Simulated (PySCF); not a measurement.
## A PySCF run on MgSi⁺

State: ²Π (doublet), unpaired electrons π ↑.

An equivalent input (the run itself took its basis sets from the Basis Set Exchange, started from a PBE0 density and held the occupation σ 8α 8β, πx 3α 2β, πy 2α 2β):

```python
from pyscf import gto, dft
mol = gto.M(atom='Mg 0 0 0; Si 0 0 2.716', basis={'Mg': 'cc-pVDZ', 'Si': 'cc-pV(D+d)Z'},
            charge=1, spin=1, verbose=4, symmetry='C2v')
mf = dft.UKS(mol, xc='BHANDHLYP')
mf.grids.atom_grid = (80, 434)
mf.grids.prune = dft.gen_grid.treutler_prune
mf.irrep_nelec = {'A1': (8, 8), 'B1': (3, 2), 'B2': (2, 2)}
mf.conv_tol = 1e-9
mf.max_cycle = 60
mf.diis_space = 10
mf.kernel()
```

The log (some set-up lines and the per-cycle HOMO/LUMO lines removed):

```
******** <class 'pyscf.dft.uks_symm.SymAdaptedUKS'> ********
method = SymAdaptedUKS
damping factor = 0
level_shift factor = 0
DIIS = <class 'pyscf.scf.diis.CDIIS'>
diis_start_cycle = 1
diis_space = 10
diis_damp = 0
SCF conv_tol = 1e-09
SCF conv_tol_grad = None
SCF max_cycles = 60
number electrons alpha = 13  beta = 12
Set gradient conv threshold to 3.16228e-05
init E= -489.230657139873
cycle= 1 E= -489.231099722203  delta_E= -0.000443  |g|= 0.00339  |ddm|= 0.105
cycle= 2 E= -489.231121092608  delta_E= -2.14e-05  |g|= 0.00129  |ddm|= 0.0294
cycle= 3 E= -489.231125021909  delta_E= -3.93e-06  |g|= 0.000822  |ddm|= 0.0158
cycle= 4 E= -489.231126662458  delta_E= -1.64e-06  |g|= 0.000261  |ddm|= 0.00658
cycle= 5 E= -489.231127223903  delta_E= -5.61e-07  |g|= 0.000188  |ddm|= 0.00446
cycle= 6 E= -489.231127594667  delta_E= -3.71e-07  |g|= 0.000161  |ddm|= 0.00363
cycle= 7 E= -489.231128289486  delta_E= -6.95e-07  |g|= 0.000111  |ddm|= 0.00879
cycle= 8 E= -489.231128846033  delta_E= -5.57e-07  |g|= 1.22e-05  |ddm|= 0.017
cycle= 9 E= -489.231128846681  delta_E= -6.47e-10  |g|= 1.89e-06  |ddm|= 0.000477
Extra cycle  E= -489.231128846689  delta_E= -8.19e-12  |g|= 9e-07  |ddm|= 1.3e-05
converged SCF energy = -489.231128846689  <S^2> = 0.79576798  2S+1 = 2.045256
```

Repeating this along the bond gives Re = 2.723 Å and ωe = 269 cm⁻¹.

A point of this curve took 0.41 CPU seconds beside 0.093 for the integrals, on Arm Neoverse V1 (shared host).

The state is the lowest determinant that a PBE0 search found; another state may lie lower at other levels.
